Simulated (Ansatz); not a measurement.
**CH4Si (singlet): wave-function methods side by side, cc-pVTZ**

The task here is to estimate one member of a computed series from the others.

Program: Ansatz 0.2.0, Gaussian basis. Level of theory: cc-pVTZ, core rule «outside noble gas», up to 6 orbitals frozen. These are calculated values, not measurements.

The runs, in order: UHF; CCSD(T) on RHF; CCSD(T) on UHF; BCCD(T) on RHF; CCSDT(Q) on RHF.

### The system

The geometry is a PBE0/def2-TZVP stationary point (not a proven minimum).

6 atoms, charge 0, spin multiplicity 1.

Atoms are counted from 1 here; the program's logs count them from 0.

Bond lengths: Si1–C2 1.868 Å, Si1–H3 1.493 Å, Si1–H4 1.491 Å, Si1–H5 1.491 Å, C2–H6 1.105 Å. Angles: C2–Si1–H3 123.0°, C2–Si1–H4 102.9°, C2–Si1–H5 102.9°, H3–Si1–H4 109.1°, H3–Si1–H5 109.1°, H4–Si1–H5 109.2°, Si1–C2–H6 114.3°.

The first run:

Contents of in.yaml:

```yaml
crystal:
  periodic: [false, false, false]
  atoms:
    - {symbol: Si, position_ang: [0.000000, 0.030650, 0.526970]}
    - {symbol: C, position_ang: [0.000000, -0.131335, -1.333717]}
    - {symbol: H, position_ang: [0.000000, 1.348427, 1.227799]}
    - {symbol: H, position_ang: [1.215343, -0.735078, 0.927610]}
    - {symbol: H, position_ang: [-1.215343, -0.735078, 0.927610]}
    - {symbol: H, position_ang: [0.000000, 0.832681, -1.873946]}
basis:
  gaussian: {orbitals: cc-pVTZ}
magnetization: {spin_polarized: true, initial_magnetization: 0}
hamiltonian: {xc: hf}
output: {orbitals: {seedname: orbitals}}
```

Command:

```console
> ansatz run in.yaml --threads 1 --pin off --events-out ev --progress --plain --max-ram 4096MiB --backend cpu
```

Among the steps run: UHF; CCSD(T) on RHF; CCSD(T) on UHF; BCCD(T) on RHF; CCSDT(Q) on RHF.

One of the session's tables, all rows but one given; the rest of the session is left out.

```
   method  from RCCSDT(Q) (kcal/mol)
      RHF                    +199.02
      UHF                    +183.86
     RMP2                     +36.43
     UMP2                     +31.71
    RCCSD                      +8.07
    UCCSD                      +4.11
 RCCSD(T)                      +1.45
 UCCSD(T)                      -1.97
  BCCD(T)                          ?
   RCCSDT                      +0.37
RCCSDT(Q)                          0
```

**Question.** Estimate the row for BCCD(T).

As computed: from RCCSDT(Q) (kcal/mol): +1.41. In the column «from RCCSDT(Q) (kcal/mol)» it lies between RCCSDT (+0.37) and RCCSD(T) (+1.45).

The program flags UCCSD(T) as in doubt (see the logs), so those rows may rest on another solution; read them beside their warnings.

To keep in mind: The determinant is far from a pure spin state, so its energy mixes those of several spin states (harmless only where they are near-degenerate, as at dissociation). The program flags UCCSD(T) as in doubt, so those rows may rest on another solution; read them beside their warnings. Warnings: restricted reference is unstable; spin contamination. Restricted and unrestricted rows rest on different reference determinants; where their highest levels disagree by more than a few hundredths of an eV, they describe different states and don't form one ladder.
